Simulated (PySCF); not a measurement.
Computed with PBE-D3(BJ)/def2-TZVP (PySCF). Isolated molecules, 0 K electronic values unless said otherwise. 

Reference species (SMILES): `[CH3]` (neutral, multiplicity 2).

| Quantity | Result |
|---|---|
| highest occupied spin orbital | -5.38 eV |

Changed species: `[C-]#[N+]` (radical fragment; the reference has radical fragment).

Question: Predict the effect on the highest occupied spin orbital.

Answer: the highest occupied spin orbital drops by 3.97 eV, to -9.35 eV.
